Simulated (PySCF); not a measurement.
# C2H2S (ethynethiol): levels of theory compared

Wanted: a comparison of 6 runs (HF/3-21G, HF/def2-SVP, HF/def2-TZVP, B3LYP/6-31G*, PBE0/def2-SVP) of C2H2S (ethynethiol). The job is set up through a Python script.

The calculation is run with PySCF 2.14.0.

**1. Starting point**

C2H2S has 5 atoms, charge 0, and is taken as a singlet. SMILES: `C#CS`. The shape is that of a PBE0-D4/def2-TZVP optimisation.

Bond lengths: C1–C2 1.204 Å, C2–S3 1.679 Å, C1–H4 1.064 Å, S3–H5 1.346 Å. Angles: C1–C2–S3 175.2°, C2–C1–H4 179.3°, C2–S3–H5 96.7°.

**2. Energy and gradient at HF/3-21G (run 1)**

Input file input.py:

```python
from pyscf import gto

mol = gto.M(
    atom='''
C       -1.196800      -0.342000       0.001900
C        0.000700      -0.223700       0.026100
S        1.678900      -0.197600       0.083400
H       -2.256800      -0.433400      -0.021800
H        1.823900       1.123100      -0.131000
''',
    basis='3-21g',
    verbose=4,
    max_memory=1860,
    charge=0,
)

myscf = mol.RHF()
myscf.conv_tol = 1e-10
myscf.kernel()
if not myscf.converged:
    myscf = myscf.newton().run(myscf.mo_coeff, myscf.mo_occ)

etot = myscf.e_tot
print('E = %.10f Eh' % etot)
grad = myscf.nuc_grad_method().kernel()
myscf.analyze()
```

The run is started by

```console
$ OMP_NUM_THREADS=1 python input.py
```

What it wrote:

```text
PySCF version 2.14.0

[... 75 lines left out ...]
Total Energy =                        -471.943894319221499
[... 9 lines left out ...]
MO #3   energy= -11.1937400525741  occ= 2
[... 7 lines left out ...]
MO #11  energy= -0.648242196474989 occ= 2
[... 7 lines left out ...]
MO #19  energy= 0.243613370403066  occ= 0
[... 7 lines left out ...]
MO #27  energy= 0.968518001422484  occ= 0
[... 7 lines left out ...]
MO #35  energy= 2.25033294881422   occ= 0
[... 43 lines left out ...]
Dipole moment(X, Y, Z, Debye): -0.67178,  1.16645, -0.21869
```

Wall time 2.5 s (1 thread of Intel Xeon at 2.50GHz (Skylake/Cascade Lake), shared host); peak memory 0.12 GiB.

**3. Energy and forces at HF/def2-SVP (run 2)**

Input file start.xyz:

```xyz
5

C     -1.196800    -0.342000     0.001900
C      0.000700    -0.223700     0.026100
S      1.678900    -0.197600     0.083400
H     -2.256800    -0.433400    -0.021800
H      1.823900     1.123100    -0.131000
```

Input file calc.py:

```python
from pyscf import gto, scf

system = gto.Mole()
system.atom = 'start.xyz'
system.max_memory = 1860
system.spin = 0
system.charge = 0
system.verbose = 4
system.basis = 'def2-svp'
system.build()

mf = scf.RHF(system)
mf.conv_tol = 1e-10
mf.kernel()
if not mf.converged:
    mf = mf.newton().run(mf.mo_coeff, mf.mo_occ)

energy = mf.e_tot
print(f'total energy: {energy:.8f} hartree')
grad = mf.nuc_grad_method().kernel()
mf.analyze()
```

The run is started by

```console
$ OMP_NUM_THREADS=1 python calc.py
```

What it wrote:

```text
PySCF version 2.14.0

[... 85 lines left out ...]
MO #1   energy= -91.9597323476489  occ= 2
[... 10 lines left out ...]
MO #12  energy= -0.540301801461674 occ= 2
[... 10 lines left out ...]
MO #23  energy= 0.551017431567889  occ= 0
[... 10 lines left out ...]
MO #34  energy= 1.00118832551246   occ= 0
[... 10 lines left out ...]
MO #45  energy= 1.82390896538183   occ= 0
[... 10 lines left out ...]
MO #56  energy= 4.09471523924699   occ= 0
[... 64 lines left out ...]
Dipole moment(X, Y, Z, Debye): -0.27015,  0.98415, -0.17362
```

Wall time 4.5 s (1 thread of Intel Xeon at 2.50GHz (Skylake/Cascade Lake), shared host); peak memory 0.13 GiB.

Runs 3 to 4 aren't shown in full; the table further down has their settings and results.

**4. Energy and gradient at B3LYP/6-31G(d) (Cartesian functions) (run 5)**

Input file run.py:

```python
import pyscf.grad
from pyscf import gto, dft

mol = gto.M(
    atom=[
    ('C', (-1.196800, -0.342000, 0.001900)),
    ('C', (0.000700, -0.223700, 0.026100)),
    ('S', (1.678900, -0.197600, 0.083400)),
    ('H', (-2.256800, -0.433400, -0.021800)),
    ('H', (1.823900, 1.123100, -0.131000)),
],
    verbose=4,
    cart=True,
    basis='6-31g*',
    max_memory=1860,
)

myscf = dft.RKS(mol, xc='b3lyp')
myscf.grids.level = 5
myscf.conv_tol = 1e-10
myscf.kernel()
if not myscf.converged:
    myscf = myscf.newton().run(myscf.mo_coeff, myscf.mo_occ)

etot = myscf.e_tot
print('E = %.10f Eh' % etot)
grad = myscf.Gradients().kernel()
myscf.analyze()
```

The run is started by

```console
$ OMP_NUM_THREADS=1 python run.py
```

What it wrote:

```text
PySCF version 2.14.0

[... 92 lines left out ...]
Two-electron Energy =                  255.188336441701267
[... 12 lines left out ...]
MO #9   energy= -0.721620301623076 occ= 2
[... 10 lines left out ...]
MO #20  energy= 0.132101674334107  occ= 0
[... 10 lines left out ...]
MO #31  energy= 0.736277968609752  occ= 0
[... 10 lines left out ...]
MO #42  energy= 1.54240464352588   occ= 0
[... 10 lines left out ...]
MO #53  energy= 4.39902155507609   occ= 0
[... 61 lines left out ...]
Dipole moment(X, Y, Z, Debye): -0.24405,  0.93879, -0.16513
```

Run time: 22 s. Hardware: 1 thread of Intel Xeon at 2.50GHz (Skylake/Cascade Lake), shared host; peak memory 0.54 GiB.

**5. Energy and forces at PBE0/def2-SVP (run 6)**

Input file calc.py:

```python
from pyscf import gto, dft

mol = gto.M(
    atom=[
    ('C', (-1.196800, -0.342000, 0.001900)),
    ('C', (0.000700, -0.223700, 0.026100)),
    ('S', (1.678900, -0.197600, 0.083400)),
    ('H', (-2.256800, -0.433400, -0.021800)),
    ('H', (1.823900, 1.123100, -0.131000)),
],
    max_memory=1860,
    basis='def2-svp',
    verbose=3,
)

mf = dft.RKS(mol)
mf.xc = 'pbe0'
mf.grids.level = 5
mf.conv_tol = 1e-10
mf.kernel()
if not mf.converged:
    mf = mf.newton().run(mf.mo_coeff, mf.mo_occ)

e_final = mf.e_tot
print('E(%s) = %.9f' % ('PBE0', e_final))
grad = mf.nuc_grad_method().kernel()
mf.analyze()
```

The run is started by

```console
$ OMP_NUM_THREADS=1 python calc.py
```

What it wrote:

```text
converged SCF energy = -475.101971807902
[... 15 lines left out ...]
MO #6   energy= -5.98117357985447  occ= 2
[... 9 lines left out ...]
MO #16  energy= 0.00102906676006631 occ= 0
[... 9 lines left out ...]
MO #26  energy= 0.505568510454103  occ= 0
[... 9 lines left out ...]
MO #36  energy= 0.898318318316403  occ= 0
[... 9 lines left out ...]
MO #46  energy= 1.5772304447996    occ= 0
[... 9 lines left out ...]
MO #56  energy= 3.71921592307881   occ= 0
[... 6 lines left out ...]
Dipole moment(X, Y, Z, Debye): -0.05489,  0.98412, -0.16571
```

Wall time 23 s (1 thread of Intel Xeon at 2.50GHz (Skylake/Cascade Lake), shared host); peak memory 0.56 GiB.

**6. The series**

| run | level | integration grid | Cartesian functions | energy (Eh) | dipole moment (D) | HOMO energy (eV) | LUMO energy (eV) | wall time |
| --- | --- | --- | --- | --- | --- | --- | --- | --- |
| 1 | HF/3-21G | – | no | -471.943894 | 1.36 | -9.60 | 4.21 | 2.5 s |
| 2 | HF/def2-SVP | – | no | -474.166126 | 1.04 | -9.49 | 3.81 | 4.5 s |
| 3 | HF/def2-TZVP | – | no | -474.393976 | 0.91 | -9.52 | 3.23 | 32 s |
| 4 | B3LYP/6-31G* (spherical functions) | 5 | no | -475.509752 | 0.98 | -6.46 | -0.08 | 23 s |
| 5 | B3LYP/6-31G* (Cartesian functions) | 5 | yes | -475.514440 | 0.98 | -6.46 | -0.08 | 22 s |
| 6 | PBE0/def2-SVP | 5 | no | -475.101972 | 1.00 | -6.86 | 0.03 | 23 s |

**7. What came out**

```
                       quantity          value
            run 6: total energy  -475.10197 Eh
           run 6: dipole moment         1.00 D
             run 6: HOMO energy       -6.86 eV
             run 6: LUMO energy        0.03 eV
           run 6: HOMO–LUMO gap        6.89 eV
run 6: largest force on an atom     0.829 eV/Å
```

What this shows: The dipole moment (its size) runs from 0.91 D (HF/def2-TZVP) to 1.36 D (HF/3-21G). The HOMO–LUMO gap runs from 6.38 eV (B3LYP/6-31G*) to 13.82 eV (HF/3-21G). The two ends differ in method and basis. Totals of different functionals can't be ranked against each other. All runs together took 1.8 min, the longest 32 s.
